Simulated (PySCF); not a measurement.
Task: Write Cartesian coordinates for InChI=1S/C3H2N2/c4-1-3-2-5-3/h2H2 as optimised with PBE0-D3(BJ)/def2-SVP.

Result: 
```xyz
7
C3H2N2 angstrom
N      2.7188   -0.3847   -0.0433
C      1.5939   -0.1081   -0.0908
C      0.2132    0.1712   -0.1371
N     -0.5871    1.1239   -0.3228
C     -1.1728   -0.2398   -0.0447
H     -1.6530   -0.7518   -0.8870
H     -1.6384   -0.3860    0.9372
```

Any rigid rotation of these coordinates is as good. Atoms count from 1 in this order. The 3-membered ring C3–N4–C5 has internal angles of 50.3° to 67.4°. The 3 C–N bonds span 1.159 Å (N1≡C2, drawn triple) to 1.510 Å (N4–C5, drawn single), a spread of 0.351 Å. The 2 C–C bonds span 1.409 Å (C2–C3, drawn single) to 1.449 Å (C3–C5, drawn single), a spread of 0.040 Å. The 5 heavy atoms lie in one plane (0.000 Å rms).

Bonds between heavy atoms (Å): N1≡C2 1.159, C2–C3 1.409, C3=N4 1.258, N4–C5 1.510, C3–C5 1.449.

Method used: PBE0-D3(BJ)/def2-SVP geometry optimisation, gas phase (PySCF 2.14.0).

Point group: Cs (tolerance 0.08 Å). Not checked by PBE0-D3(BJ)/def2-SVP frequencies.

On one thread, Arm Neoverse V1, shared host, this took 10 s wall. That covers the optimisation of the geometry.
